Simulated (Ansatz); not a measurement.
# Worked example: correlation energy of Se2⁻, quartet

Geometry: that of the Se2⁻, doublet, kept fixed. The doublet lies 1.9 eV lower here.

```xyz
2

Se    0.0000    0.0000    0.0000
Se    0.0000    0.0000    2.2736
```

Basis aug-cc-pVDZ; Ansatz 0.2.0. Only valence electrons are correlated (noble-gas cores and the filled d shells of p-block atoms frozen), which leaves 13 electrons in 44 orbitals. R marks a restricted (for open shells ROHF) determinant, U an unrestricted one. No spin–orbit coupling is included, and no scalar relativity. This anion state lies near or above the neutral species, so the extra electron is weakly bound or unbound and the energies hang on the diffuse functions.

Full CI isn't at hand for all of this; UCCSDT(Q) serves as the reference, and is uncertain by about the last step of the cluster series.

The cluster runs stand on a determinant 0.03 eV above the lowest UHF solution, chosen by trial CCSD; the correlation energy below is counted from it.

Runs differ by some tens of microhartree through their thresholds and, for an open shell, their frozen cores, so steps under 0.03 kcal/mol mean nothing.

```tsv
level	total energy (hartree)
UHF determinant under the cluster runs	-4799.619378
UMP2	-4799.859967
UCCSD	-4799.876393
UCCSD(T)	-4799.889126
UCCSDT	-4799.889958
UCCSDT(Q)	-4799.891475
```

Q: What is the correlation energy at UCCSDT(Q), and what share of it do UMP2 and UCCSD(T) recover?

A: E(corr) = -4799.891475 − (-4799.619378) = -0.272097 hartree = -7.404 eV. UMP2: -0.240589 / -0.272097 = 88.42 %. UCCSD(T): -0.269748 / -0.272097 = 99.14 %.

Q: By how many kcal/mol does UCCSD(T) miss UCCSDT(Q) (1 hartree = 627.509 kcal/mol), and which steps make up the rest?

A: -4799.889126 − (-4799.891475) = 0.002349 hartree = 1.47 kcal/mol. Steps: UCCSDT − UCCSD(T) = -0.52, UCCSDT(Q) − UCCSDT = -0.95 kcal/mol. Differences between like states or geometries often cancel part of this.
